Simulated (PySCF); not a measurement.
## EPR parameters of C2H2F2NO

C₂H₂F₂NO (doublet state).
Geometry (GFN2-xTB, Å), atoms numbered from 1 in this order:
```
atom  x, y, z in Å
O1     1.250    1.528   -0.171
C2     1.228    0.332   -0.107
N3     0.086   -0.439   -0.051
C4    -1.207    0.025   -0.129
F5    -1.501    1.205    0.398
F6    -2.139   -0.885    0.193
H7     2.123   -0.309   -0.082
H8     0.168   -1.448   -0.076
```

The hyperfine couplings belong to this conformer and change with its torsions.

As a line formula: `O=CN[C](F)F` [radical].

Computed with PySCF, UKS B3LYP, pcH-1 on C F H N O, non-relativistic, mean-field spin-orbit, GIAO. One conformer (not necessarily the lowest) at the GFN2-xTB geometry, without solvent, vibrations or thermal averaging. A GFN2-xTB geometry isn't a minimum of the functional, and hyperfine couplings can be far from their values at a DFT geometry. No stability test was run, so a lower SCF solution isn't excluded.

| Property | Result |
| --- | --- |
| g1, g2, g3 | 2.00199, 2.00393, 2.00456 |
| g_iso | 2.00349 |
| Form of g | rhombic: the two nearest values differ by 25 % of g3 − g1 |
| ⟨S²⟩ | 0.7534 (exact 0.7500) |
| Total energy | -407.03598 Eh |

Isotropic coupling and dipolar principal values T1 to T3, in 10⁻⁴ cm⁻¹ (1 × 10⁻⁴ cm⁻¹ = 2.998 MHz):

```json
{"atom": "O1", "isotope": "17O", "a_iso": "-1.8", "T1": "-8.0", "T2": "3.8", "T3": "4.2", "Mulliken spin population": "0.07"}
{"atom": "C2", "isotope": "13C", "a_iso": "-0.7", "T1": "-0.8", "T2": "-0.3", "T3": "1.2", "Mulliken spin population": "0.02"}
{"atom": "N3", "isotope": "14N", "a_iso": "4.9", "T1": "-1.5", "T2": "-1.5", "T3": "3.1", "Mulliken spin population": "0.02"}
{"atom": "C4", "isotope": "13C", "a_iso": "158.0", "T1": "-24.2", "T2": "-23.9", "T3": "48.1", "Mulliken spin population": "0.78"}
{"atom": "F5", "isotope": "19F", "a_iso": "110.1", "T1": "-72.0", "T2": "-64.8", "T3": "136.8", "Mulliken spin population": "0.05"}
{"atom": "F6", "isotope": "19F", "a_iso": "102.5", "T1": "-65.4", "T2": "-57.8", "T3": "123.2", "Mulliken spin population": "0.05"}
{"atom": "H7", "isotope": "1H", "a_iso": "-1.0", "T1": "-1.1", "T2": "-0.7", "T3": "1.8", "Mulliken spin population": "0.00"}
{"atom": "H8", "isotope": "1H", "a_iso": "-1.4", "T1": "-2.7", "T2": "-1.3", "T3": "4.0", "Mulliken spin population": "0.00"}
```

Largest spin populations (Mulliken): C4 (+0.78) and O1 (+0.07). C4 is the only atom above +0.15. The angles at C4 add up to 344.1°, so it is pyramidal.

Under fast tumbling the dipolar parts average out, and these isotropic splittings remain: 2 × 19F (F5/F6, I = 1/2, 3 lines) with 11.36 mT, 1 × 14N (N3, I = 1, 3 lines) with 0.52 mT, 1 × 1H (H8, I = 1/2, 2 lines) with 0.15 mT and 1 × 1H (H7, I = 1/2, 2 lines) with 0.10 mT.

Means are taken over nuclei equivalent by connectivity, which assumes that they swap fast.

The 17O coupling of O1 (-5.4 MHz) shows only in satellite lines or after enrichment, since that isotope makes up about 0.038 % of natural oxygen.

The 13C coupling of C4 (473.7 MHz) shows only in satellite lines or after enrichment, since that isotope makes up about 1.07 % of natural carbon.

The spin density at the nucleus, in bohr⁻³, is negative for C2 (-0.0019), for instance. A restricted open-shell determinant has no negative spin density anywhere; here it arises because α and β orbitals differ (spin polarisation).

Hardware: an Arm Neoverse V1 with one thread, shared host with 32 logical CPUs at a one-minute load of 14. Cost: 19 s (with the writing of density and orbital grids), 0.58 GiB resident at most.
